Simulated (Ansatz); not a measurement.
# SiPO (sextet): from Hartree-Fock to the top rungs, cc-pVDZ

Aim: climb from Hartree-Fock through coupled cluster for SiPO (sextet) at one geometry and basis, and see what each rung misses.

Program: Ansatz 0.2.0, Gaussian basis. Level of theory: cc-pVDZ, core rule «outside noble gas», up to 11 orbitals frozen. These are calculated values, not measurements.

Plan: UHF; CCSD(T) on ROHF; CCSD(T) on UHF; BCCD(T) on ROHF; CISD as a restricted active space (open shells left free, so some higher excitations enter); CCSDT(Q) on ROHF; CCSDT(Q) on UHF.

35 further runs of the same task are left out: 11 for a known fault of the program, 11 that didn't finish, 13 set aside as unsound or not needed. Runs told in other sessions of the task aren't counted.

**1. What is computed**

The geometry is a PBE0/def2-TZVP stationary point (not a proven minimum) of the parent state, kept for this charge and spin.

3 atoms, charge 0, spin multiplicity 6.

Atoms are counted from 1 here; the program's logs count them from 0.

Bond lengths: O1–P2 1.484 Å, P2–Si3 2.271 Å. Angles: O1–P2–Si3 116.0°.

**2. UHF**

Input file in.yaml:

```yaml
crystal:
  periodic: [false, false, false]
  atoms:
    - {symbol: O, position_ang: [0.000000, -0.621986, 1.603231]}
    - {symbol: P, position_ang: [0.000000, 0.473546, 0.601473]}
    - {symbol: Si, position_ang: [0.000000, -0.167920, -1.576637]}
basis:
  gaussian: {orbitals: cc-pVDZ}
magnetization: {spin_polarized: true, initial_magnetization: 5}
hamiltonian: {xc: hf}
output: {orbitals: {seedname: orbitals}}
```

Run with:

```bash
ansatz run in.yaml --threads 1 --pin off --events-out ev --progress --plain --max-ram 2393MiB
```

The runs that follow: CCSD(T) on ROHF; CCSD(T) on UHF; BCCD(T) on ROHF; CISD as a restricted active space (open shells left free, so some higher excitations enter); CCSDT(Q) on ROHF; CCSDT(Q) on UHF.

**Question.** What will the summary of the whole plan be? Wanted: UCCSDT(Q) from the RHF energy; RMP2 from UCCSDT(Q); UMP2 from UCCSDT(Q); RCCSD from UCCSDT(Q); RCCSD(T) from UCCSDT(Q); UCCSD(T) from UCCSDT(Q); RCCSDT(Q) from UCCSDT(Q); T1 diagnostic.

The runs gave:

```
                         quantity          value
    UCCSDT(Q) from the ROHF energy     -9.6709 eV
              RMP2 from UCCSDT(Q)  +143.2 kJ/mol
              UMP2 from UCCSDT(Q)  +133.5 kJ/mol
             RCCSD from UCCSDT(Q)   +42.4 kJ/mol
          RCCSD(T) from UCCSDT(Q)    +9.9 kJ/mol
          UCCSD(T) from UCCSDT(Q)    +9.3 kJ/mol
         RCCSDT(Q) from UCCSDT(Q)     0.0 kJ/mol
levels within 1 kcal/mol (43 meV)      RCCSDT(Q)
                    T1 diagnostic          0.070
```

In words: RCCSD(T) misses by +9.9 kJ/mol, 1.1 % of the correlation energy. These misses are within one basis, not against nature; the frozen cores of restricted and unrestricted runs differ, which can shift their rows.

With open shells the CI space here admits some higher excitations, so it is larger than plain CISD.
